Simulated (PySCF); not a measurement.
Isomers of C3H5FS. Level of theory: TDDFT CAM-B3LYP/def2-SVPD, vertical, gas phase, core orbitals frozen in the response (PySCF 2.14.0, density-fitted response routines). Geometries: PBE0-D3(BJ)/def2-SVP; one conformer of each isolated species. Triplets are in the Tamm–Dancoff approximation.

A. `FC1CSC1`
B. `C[C@@H]1S[C@@H]1F`
C. `C=C(F)SC`
D. `CS/C=C/F`

Lowest singlet levels (six at most, fewer where fewer were computed) with oscillator strengths:

1. 5.04 eV (f 0.000); 6.56 eV (f 0.023); 6.72 eV (f 0.048); 7.47 eV (f 0.029); 7.54 eV (f 0.051); 7.74 eV (f 0.044); T1 4.61 eV
2. 5.12 eV (f 0.000); 5.62 eV (f 0.235); 5.86 eV (f 0.009); 6.08 eV (f 0.002); 6.33 eV (f 0.005); 6.91 eV (f 0.027); T1 3.64 eV
3. 5.39 eV (f 0.072); 6.11 eV (f 0.108); 6.33 eV (f 0.012); 6.95 eV (f 0.008); 7.29 eV (f 0.170); 7.36 eV (f 0.030); T1 3.95 eV
4. 4.80 eV (f 0.000); 6.02 eV (f 0.022); 6.58 eV (f 0.022); 6.86 eV (f 0.045); 7.53 eV (f 0.004); 7.65 eV (f 0.042); T1 4.31 eV

Problem. Which spectrum belongs to which structure?

Solution. 1 = B, 2 = D, 3 = C, 4 = A.
- A: S1 at 4.80 eV, HOMO→LUMO (88%), HOMO→LUMO+5 (11%); Löwdin shares by element: HOMO sulfur 71%, carbon 19% or more; LUMO sulfur 66%, carbon 19% or more (atoms not listed hold the other 15%); HOMO -8.12 and LUMO 0.75 eV; point group Cs, 1 of its 6 listed states under f = 0.0005.
- B: S1 at 5.04 eV, HOMO→LUMO (91%); Löwdin shares by element: HOMO sulfur 74%, carbon 16% or more; LUMO sulfur 59%, carbon 26% or more; HOMO -8.41 and LUMO 0.81 eV.
- C: S1 at 5.39 eV, HOMO→LUMO (79%); Löwdin shares by element: HOMO sulfur 49%, carbon 42%; LUMO carbon 52%, sulfur 26% (atoms not listed hold the other 22%); HOMO -7.98 and LUMO 0.76 eV.
- D: S1 at 5.12 eV, HOMO→LUMO (66%), HOMO→LUMO+2 (10%); Löwdin shares by element: HOMO sulfur 47%, carbon 34% or more, fluorine 8%; LUMO sulfur 53%, hydrogen 16% or more, carbon 15% or more (atoms not listed hold the other 16%); HOMO -7.42 and LUMO 1.06 eV; point group Cs, 1 of its 6 listed states under f = 0.0005.
B and D have S1 within 0.09 eV of each other; their strongest listed levels stand at 7.54 eV (f 0.051) and 5.62 eV (f 0.235).
